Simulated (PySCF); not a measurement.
Job file and geometry (Å, from GFN2-xTB) of an NMR shielding run on SMILES C(PC#C)(C)C, C5H9P, GIAO PBE0/pcSseg-1 NMR shielding, non-relativistic, gas phase in PySCF 2.14.0, density-fitted response routines; density fitting, a coarse starting grid and PySCF grid level 2 are the driver's defaults:

```
$ OMP_NUM_THREADS=1 python probes_run.py task.json out

{"job": {"kind": "nmr", "xc": "PBE0", "basis": "pcSseg-1"}, "charge": 0, "multiplicity": 1}
C      3.192574    -0.412337    -0.792114
C      2.192019     0.243143    -0.664734
P      0.850516     1.356005    -0.387971
C     -0.393026     0.136530     0.319349
C     -0.552770    -1.114249    -0.536479
C     -1.725039     0.861660     0.496798
H      4.037882    -1.021958    -0.929169
H      0.372663     1.266911    -1.708628
H     -0.010020    -0.151588     1.307694
H     -0.918643    -0.855881    -1.529615
H      0.397675    -1.632894    -0.645041
H     -1.268195    -1.794024    -0.075187
H     -1.606060     1.742094     1.126268
H     -2.116169     1.181595    -0.468620
H     -2.457822     0.202983     0.959881
```

Q: Write the output of this run.

A: 
```
coarse grid: 12640 points
cycle   1  E = -536.7240688170  dE =  5.265e-01  |g| = 4.377e-01  |ddm| = 3.454e+00
cycle   2  E = -536.7189921987  dE =  5.077e-03  |g| = 4.574e-01  |ddm| = 9.240e-01
cycle   3  E = -536.7737333227  dE = -5.474e-02  |g| = 5.928e-02  |ddm| = 4.799e-01
cycle   4  E = -536.7742254282  dE = -4.921e-04  |g| = 3.994e-02  |ddm| = 8.220e-02
cycle   5  E = -536.7745826271  dE = -3.572e-04  |g| = 1.320e-02  |ddm| = 3.743e-02
cycle   6  E = -536.7746275552  dE = -4.493e-05  |g| = 3.105e-03  |ddm| = 1.310e-02
cycle   7  E = -536.7746298403  dE = -2.285e-06  |g| = 7.230e-04  |ddm| = 3.587e-03
final grid: 116320 points
cycle   8  E = -536.8140345642  dE = -3.704e-05  |g| = 7.696e-03  |ddm| = 3.545e-02
cycle   9  E = -536.8140280712  dE =  6.493e-06  |g| = 9.185e-03  |ddm| = 1.499e-02
cycle  10  E = -536.8140499236  dE = -2.185e-05  |g| = 7.516e-04  |ddm| = 8.710e-03
cycle  11  E = -536.8140500598  dE = -1.362e-07  |g| = 2.459e-04  |ddm| = 1.066e-03
cycle  12  E = -536.8140500731  dE = -1.329e-08  |g| = 9.809e-05  |ddm| = 2.857e-04
cycle  13  E = -536.8140500752  dE = -2.053e-09  |g| = 4.598e-05  |ddm| = 1.044e-04
cycle  14  E = -536.8140500757  dE = -5.161e-10  |g| = 6.139e-06  |ddm| = 3.863e-05
converged SCF energy = -536.8140500757

GIAO shielding tensors (ppm)
atom      isotropic    diamagn.    paramagn.     s11        s22        s33       span
  0 C       84.647     260.143    -175.496      6.870     15.121    231.949    225.079
  1 C      101.672     270.239    -168.567     -2.115     11.497    295.633    297.748
  2 P      412.254     964.458    -552.205    360.735    370.997    505.028    144.293
  3 C      156.061     249.783     -93.723    145.973    158.321    163.889     17.916
  4 C      158.251     248.753     -90.502    139.661    151.273    183.821     44.160
  5 C      164.415     246.676     -82.261    148.697    156.487    188.061     39.364
  6 H       29.393      34.081      -4.689     24.430     24.841     38.907     14.477
  7 H       28.046      28.439      -0.393     24.325     27.698     32.115      7.790
  8 H       29.916      32.349      -2.433     26.700     27.828     35.220      8.520
  9 H       30.905      31.352      -0.447     27.960     28.771     35.983      8.023
 10 H       29.140      32.031      -2.892     23.698     29.544     34.176     10.477
 11 H       30.312      30.912      -0.600     25.724     27.615     37.597     11.872
 12 H       30.315      28.832       1.484     25.450     28.268     37.227     11.777
 13 H       31.028      29.742       1.286     27.241     29.279     36.564      9.322
 14 H       30.334      29.275       1.059     25.862     27.608     37.532     11.670
```

Size and cost of the density-fitted run: 154 basis functions, 21 s wall time on 1 thread of an Arm Neoverse V2, shared host; peak memory 0.72 GiB.
